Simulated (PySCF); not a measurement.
Sulfuric acid, H2O4S.
SMILES with atom numbers: `[O:1]=[S:2](=[O:3])([OH:4])[OH:5]` (hydrogens: H6 on O4; H7 on O5)

Computed with core-valence-separated Tamm–Dancoff BHandHLYP/aug-pcX-1 (pcseg-1 on H, def2-SVPD on S) in PySCF, non-relativistic, gas phase, PBE0-D3(BJ)/def2-SVP geometry.

Computed oxygen K-edge spectrum, Gaussian lines of 0.6 eV full width, highest printed point 100; it ends one width below the last computed root. Absolute energies from this functional tend to lie a few eV below measured edges; no shift was applied.

```csv
photon energy (eV),absorption
531.7,0
531.8,1
531.9,2
532.0,6
532.1,11
532.2,19
532.3,28
532.4,36
532.5,39
532.6,37
532.7,32
532.8,28
532.9,27
533.0,32
533.1,40
533.2,51
533.3,62
533.4,74
533.5,86
533.6,96
533.7,100
533.8,97
533.9,87
534.0,73
534.1,58
534.2,44
534.3,34
534.4,27
534.5,23
534.6,20
534.7,17
534.8,13
534.9,9
535.0,5
535.1,3
535.2,2
535.3,3
535.4,4
535.5,6
535.6,8
```

**Question.** Assign the maxima to core holes.

**Answer.** 2 maxima:
- 532.5 eV: O1/O3 (sulfonyl oxygen), 532.50 eV, f = 0.068, sum of 2, 98 % of the height at the exact maximum
- 533.7 eV: O4/O5 (hydroxyl oxygen), 533.73 eV, f = 0.087, sum of 2, 50 % of the height at the exact maximum; O1/O3 (sulfonyl oxygen), 533.63 eV, f = 0.056, sum of 2, 31 % of the height at the exact maximum

Further lines of some strength in the range: O4/O5, 533.24 eV, f = 0.064, sum of 2; O1/O3, 534.04 eV, f = 0.029; O1/O3, 534.07 eV, f = 0.028; O1/O3, 534.60 eV, f = 0.029, sum of 2.

Roots within 0.03 eV on the same or equivalent atoms count as one line; shares under 12 % aren't listed.

Vibrational structure and lifetime widths aren't in the curve. The ionisation threshold wasn't computed; near and above it a finite basis only mimics Rydberg series and continuum.

The values belong to the conformer `[O:1]=[S:2](=[O:3])([OH:4])[OH:5]`: H–O4–S2–O1 161°, H–O5–S2–O1 26°.
